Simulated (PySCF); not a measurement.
**First hyperpolarisability: `InChI=1S/C2H3F3S/c1-6-2(3,4)5/h1H3`**

Molfile (atoms numbered from 1):
```
C2H3F3S
     RDKit          3D

  9  8  0  0  0  0  0  0  0  0999 V2000
   -1.1193    0.1534   -0.7623 C   0  0  0  0  0  0  0  0  0  0  0  0
    0.2897    1.1479   -0.2492 S   0  0  0  0  0  0  0  0  0  0  0  0
    1.0963   -0.0681    0.7994 C   0  0  0  0  0  0  0  0  0  0  0  0
    1.4255   -1.1852    0.1416 F   0  0  0  0  0  0  0  0  0  0  0  0
    2.2130    0.4696    1.2838 F   0  0  0  0  0  0  0  0  0  0  0  0
    0.3394   -0.4486    1.8350 F   0  0  0  0  0  0  0  0  0  0  0  0
   -1.7244    0.8024   -1.3952 H   0  0  0  0  0  0  0  0  0  0  0  0
   -0.7973   -0.7109   -1.3410 H   0  0  0  0  0  0  0  0  0  0  0  0
   -1.7118   -0.1554    0.0977 H   0  0  0  0  0  0  0  0  0  0  0  0
  1  2  1  0
  2  3  1  0
  3  4  1  0
  3  5  1  0
  3  6  1  0
  1  7  1  0
  1  8  1  0
  1  9  1  0
M  END
```

Level of theory: PySCF, quadratic response CAM-B3LYP/def2-TZVPD first hyperpolarisability, Taylor convention, gas phase. Geometry: PBE0-D3(BJ)/def2-TZVP.

(1) Give β for the processes computed.

(2) Which lowest excitations, dipole and polarisabilities go with it?

## Answers

(1) In au, Taylor convention; the vector part is βᵢ = ⅓ Σⱼ (βᵢⱼⱼ + βⱼᵢⱼ + βⱼⱼᵢ); β∥ is 3/5 of the vector part along the dipole, the dipole points from − to +:
| process | λ (nm) | β vector norm | β∥ | β HRS | depolarisation ratio |
| --- | --- | --- | --- | --- | --- |
| static β(0;0,0) | ∞ | 162.8 | -53.2 | 61.3 | 7.48 |
| second harmonic β(−2ω;ω,ω) | 1907 | 167.2 | -54.1 | 63.0 | 7.41 |
| Pockels β(−ω;ω,0) | 1907 | 164.2 | -53.5 | – | – |
| second harmonic β(−2ω;ω,ω) | 1064 | 177.8 | -56.2 | 67.3 | 7.23 |
| Pockels β(−ω;ω,0) | 1064 | 167.5 | -54.2 | – | – |

(2) S1 5.52 eV (f = 0.000); S2 6.91 eV (f = 0.036); S3 7.24 eV (f = 0.000); dipole 2.41 D; isotropic α 49.5 au static, 49.6 au at 1907 nm, 49.8 au at 1064 nm, 49.9 au at 953.5 nm, 50.9 au at 532 nm.
